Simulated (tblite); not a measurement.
Species: H2O3P (charge -1).
SMILES with atom numbers: `[O:1]=[P@H:2]([O-:3])[OH:4]` (hydrogens: H5 on P2; H6 on O4)
Bond orders are those of one Lewis drawing.

Computed with GFN2-xTB (tblite), gas phase: Langevin dynamics at 400 K from the optimised GFN2-xTB geometry, time step 0.5 fs, friction 0.01 fs⁻¹, 2000 steps. The instantaneous temperature is 2·E(kin)/(3Nk) with all 3N coordinates.

| t (fs) | T (K) | E(pot) above start (eV) | O1=P2 (Å) | P2–O3 (Å) | P2–O4 (Å) | P2–H5 (Å) |
| --- | --- | --- | --- | --- | --- | --- |
| 0 | 185 | 0.000 | 1.478 | 1.489 | 1.668 | 1.411 |
| 25 | 154 | 0.129 | 1.485 | 1.485 | 1.647 | 1.379 |
| 50 | 150 | 0.108 | 1.465 | 1.487 | 1.709 | 1.435 |
| 75 | 351 | 0.077 | 1.468 | 1.487 | 1.647 | 1.415 |
| 100 | 261 | 0.138 | 1.499 | 1.511 | 1.718 | 1.396 |
| 125 | 258 | 0.118 | 1.508 | 1.501 | 1.629 | 1.494 |
| 150 | 248 | 0.171 | 1.475 | 1.480 | 1.740 | 1.335 |
| 175 | 292 | 0.134 | 1.472 | 1.480 | 1.643 | 1.432 |
| 200 | 305 | 0.138 | 1.459 | 1.468 | 1.716 | 1.449 |
| 225 | 208 | 0.231 | 1.478 | 1.497 | 1.631 | 1.374 |
| 250 | 253 | 0.202 | 1.487 | 1.488 | 1.763 | 1.473 |
| 275 | 364 | 0.099 | 1.498 | 1.487 | 1.655 | 1.411 |
| 300 | 264 | 0.210 | 1.483 | 1.481 | 1.714 | 1.399 |
| 325 | 498 | 0.167 | 1.461 | 1.447 | 1.656 | 1.459 |
| 350 | 504 | 0.245 | 1.468 | 1.492 | 1.696 | 1.409 |
| 375 | 466 | 0.208 | 1.450 | 1.499 | 1.691 | 1.502 |
| 400 | 388 | 0.335 | 1.471 | 1.543 | 1.652 | 1.338 |
| 425 | 343 | 0.163 | 1.482 | 1.529 | 1.678 | 1.442 |
| 450 | 382 | 0.154 | 1.451 | 1.494 | 1.666 | 1.453 |
| 475 | 109 | 0.219 | 1.448 | 1.464 | 1.670 | 1.380 |
| 500 | 322 | 0.104 | 1.457 | 1.495 | 1.703 | 1.459 |
| 525 | 278 | 0.270 | 1.479 | 1.544 | 1.676 | 1.397 |
| 550 | 291 | 0.314 | 1.513 | 1.552 | 1.662 | 1.361 |
| 575 | 473 | 0.151 | 1.485 | 1.525 | 1.673 | 1.409 |
| 600 | 400 | 0.228 | 1.452 | 1.482 | 1.729 | 1.386 |
| 625 | 594 | 0.211 | 1.469 | 1.479 | 1.692 | 1.450 |
| 650 | 474 | 0.118 | 1.501 | 1.469 | 1.614 | 1.378 |
| 675 | 397 | 0.293 | 1.514 | 1.512 | 1.778 | 1.434 |
| 700 | 585 | 0.073 | 1.496 | 1.509 | 1.633 | 1.464 |
| 725 | 241 | 0.243 | 1.501 | 1.468 | 1.696 | 1.312 |
| 750 | 357 | 0.158 | 1.494 | 1.461 | 1.638 | 1.507 |
| 775 | 337 | 0.239 | 1.467 | 1.454 | 1.750 | 1.408 |
| 800 | 465 | 0.264 | 1.498 | 1.489 | 1.659 | 1.370 |
| 825 | 475 | 0.194 | 1.490 | 1.473 | 1.698 | 1.428 |
| 850 | 473 | 0.135 | 1.469 | 1.480 | 1.664 | 1.403 |
| 875 | 286 | 0.225 | 1.478 | 1.503 | 1.673 | 1.435 |
| 900 | 329 | 0.253 | 1.490 | 1.515 | 1.635 | 1.351 |
| 925 | 381 | 0.188 | 1.470 | 1.497 | 1.729 | 1.426 |
| 950 | 252 | 0.286 | 1.454 | 1.499 | 1.622 | 1.421 |
| 975 | 439 | 0.136 | 1.461 | 1.489 | 1.714 | 1.419 |
| 1000 | 343 | 0.343 | 1.455 | 1.497 | 1.665 | 1.370 |

**Question.** From 500 fs on, how do temperature and potential energy compare with equipartition?

**Answer.** The mean temperature of these 21 frames is 390 K against the target 400 K, and the mean potential energy 0.21 eV against 12 × kT/2 = 0.21 eV for 12 classical harmonic modes. For 6 atoms in a canonical ensemble the temperature itself scatters by T·√(2/(3N)) = 133 K; here its standard deviation is 99 K. The whole run lasts only 10 friction times of 100 fs, so these averages carry a wide statistical error.

**Question.** What are the kinetic and total energies of the listed frame with the highest potential energy?

**Answer.** The one at 1000 fs, 0.343 eV above the start. Its kinetic energy is 3NkT/2 = 0.266 eV at 343 K, so the sum is 0.61 eV; over the listed frames the sum runs from 0.14 to 0.67 eV, since the thermostat adds and removes energy.

**Question.** How much do the listed bonds fluctuate from 500 fs on?

**Answer.** 
```
 bond  at the start (Å)  mean (Å)  standard deviation (Å)
O1=P2             1.478     1.481                   0.019
P2–O3             1.489     1.495                   0.025
P2–O4             1.668     1.681                   0.042
P2–H5             1.411     1.409                   0.043
```

The motion is classical and holds no zero-point motion.

What follows is the cost of the whole dynamics run. Rough CPU time on one thread of a shared machine: about 15 s.
